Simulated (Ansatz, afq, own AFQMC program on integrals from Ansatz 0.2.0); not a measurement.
# Where AFQMC and coupled cluster stand for GeH$_{2}$O, singlet

```xyz
4

Ge    0.0000   -0.0451    0.3362
O     0.0000    0.1518   -1.4436
H     0.0000    1.5359    0.5766
H     0.0000   -0.6985   -1.8920
```

Connectivity, by distances: GeH–OH.

Basis cc-pVTZ. Only valence electrons are correlated. Integrals, coupled cluster, full CI and functionals: Ansatz 0.2.0; the random walks run on the same integrals in our own AFQMC program. ph-AFQMC/CISD is guided by a CISD state made of CCSD amplitudes; releasing the constraint for a short imaginary time cuts its bias at the price of noise, slowly where states lie close. Free AFQMC starts from the CCSD state and is never constrained. Its projection time is finite, and what remains of the start isn't in its error. ± is one standard error of the sampling. No spin–orbit coupling.

Determinant: RHF, the one that the program's search chose, which needn't be the lowest solution. The geometry is a PBE0/def2-TZVP stationary point of this or a neighbouring charge and spin state.

No full CI on the walks' own integrals is used here; CCSDT(Q) serves as the reference and is uncertain by about the last step of the cluster series.

Cautions: no relativity below Rb; no spin-orbit coupling; inner d shell frozen.

- T1 diagnostic: 0.0181
- weight of the determinant in the CISD state: 0.872
- size of the correlated space: 12 electrons in 86 orbitals

Reference: CCSDT(Q), correlation energy -10.289 eV. The released energy is read at 1.50 1/Eh (meV from the phaseless value at times in 1/Eh: -3 ± 5 at 0.24, -10 ± 5 at 0.50, -13 ± 6 at 1.00, -8 ± 8 at 1.50).

| level | E − E(reference) (kJ/mol) | share of correlation (%) |
| --- | --- | --- |
| HF | 992.7 | 0.00 |
| MP2 | 81.6 | 91.78 |
| CCSD | 39.0 | 96.07 |
| CCSD(T) | 3.4 | 99.65 |
| CCSDT | 2.2 | 99.78 |
| ph-AFQMC/HF | -10.0 ± 2.7 | 101.01 |
| ph-AFQMC/CISD | 1.1 ± 0.5 | 99.89 |
| released AFQMC | 0.3 ± 0.7 | 99.97 |
| free AFQMC | 2.0 ± 0.9 | 99.80 |

Free projections are given only where their last times agree within the noise and don't stop above the reference; a slow remainder of the start can still hide under it. A walk keeps the symmetry of its determinant, which the program's search chose and which needn't be the lowest solution, so a lower state of the same spin and another symmetry isn't excluded. Released energies are given only where the last usable release times agree within the noise; a slower fall can still hide under it.
